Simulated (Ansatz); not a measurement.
CH₇AlO, SMILES `C[OH+][AlH3-]`, relaxed with RKS PBE0-D4/def2-TZVP in Ansatz 0.2.0 from a PBE-D4/def2-SVP geometry. The force threshold is 0.005 eV/Å; the program also tests the step.

Total charge 0; spin multiplicity 1.

Start:

```xyz
10

C    -0.313   -1.124   -0.810
O     0.565   -0.040   -0.453
Al    0.024    1.309    0.955
H     0.037   -1.605   -1.745
H    -0.390   -1.870    0.009
H    -1.309   -0.672   -0.983
H     1.483   -0.356   -0.342
H    -0.359    0.303    2.163
H    -1.200    2.013    0.177
H     1.461    2.042    1.030
```

(1) How much energy does the relaxation release, and in how many steps? (Best estimate.)

(2) Which bonds change most? (Estimate.)

(3) Give the relaxed structure. (Best estimate.)

Answers

(1) Computed: 3.33 kJ/mol, in 6 steps, 1 of them rejected.

(2) Computed: O2–Al3 from 2.023 to 1.989 Å; C1–H5 from 1.111 to 1.091 Å; C1–H6 from 1.107 to 1.088 Å; C1–H4 from 1.109 to 1.090 Å.

(3) Ansatz gave: 
```xyz
10

C    -0.317   -1.107   -0.794
O     0.566   -0.024   -0.472
Al    0.027    1.280    0.930
H     0.033   -1.607   -1.697
H    -0.385   -1.808    0.040
H    -1.292   -0.660   -0.976
H     1.467   -0.337   -0.350
H    -0.358    0.257    2.105
H    -1.187    1.991    0.174
H     1.445    2.014    1.039
```
